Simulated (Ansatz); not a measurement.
# CH₂ClSi+ (SMILES C=[Si+]Cl): functionals against CCSD(T) at one geometry

The task here is to estimate one member of a computed series from the others.

Method: single points in def2-TZVPP; program: Ansatz 0.2.0, Gaussian basis.

Correlated methods freeze the cores.

## Starting geometry

SMILES `C=[Si+]Cl`, 5 atoms, charge 1, spin multiplicity 1.

Atoms are counted from 1 here; the program's logs count them from 0.

Bond lengths: C1–Si2 1.764 Å, C1–H4 1.028 Å, C1–H5 1.079 Å, Si2–Cl3 1.892 Å. Angles: Si2–C1–H4 124.1°, Si2–C1–H5 124.5°, H4–C1–H5 110.8°, C1–Si2–Cl3 177.5°.

Coordinates:

| atom | x (Å) | y (Å) | z (Å) |
| --- | --- | --- | --- |
| C1 | -0.4347 | 0.6123 | -0.4161 |
| Si2 | 0.5541 | -0.5857 | 0.4194 |
| Cl3 | 1.6629 | -1.8763 | 1.2479 |
| H4 | -0.6920 | 1.5256 | -0.0200 |
| H5 | -0.9635 | 0.4326 | -1.3389 |

The first run:

run/in.yaml reads:

```yaml
crystal:
  periodic: [false, false, false]
  atoms:
    - {symbol: C, position_ang: [-0.434700, 0.612300, -0.416100]}
    - {symbol: Si, position_ang: [0.554100, -0.585700, 0.419400]}
    - {symbol: Cl, position_ang: [1.662900, -1.876300, 1.247900]}
    - {symbol: H, position_ang: [-0.692000, 1.525600, -0.020000]}
    - {symbol: H, position_ang: [-0.963500, 0.432600, -1.338900]}
basis:
  gaussian: {orbitals: def2-TZVPP}
total_charge: 1
correlation: {method: ccsd_t}
output: {forces: true}
```

The command line of these runs was not kept.

Steps of the session up to this table: CCSD(T)/def2-TZVPP; PBE0-D4/def2-TZVPP; wB97M-V/def2-TZVPP; r2SCAN-D4/def2-TZVPP; PBE-D4/def2-TZVPP; BHLYP-D4/def2-TZVPP; wB97X-V/def2-TZVPP.

One table of the session follows, with a row left open; its other results are not shown here.

```
   method  RMS force component (eV/Å)  angle to CCSD(T) forces (°)
  CCSD(T)                       1.627                    reference
  PBE0-D4                       1.759                          5.9
  wB97M-V                       1.793                          6.6
r2SCAN-D4                       1.737                          5.0
   PBE-D4                           ?                            ?
 BHLYP-D4                       1.743                          8.7
  wB97X-V                       1.814                          7.5
```

Q: Estimate the row for PBE-D4 from the others.

As computed: RMS force component (eV/Å): 1.760; angle to CCSD(T) forces (°): 3.7. In the column «RMS force component (eV/Å)» it lies between PBE0-D4 (1.759) and wB97M-V (1.793).
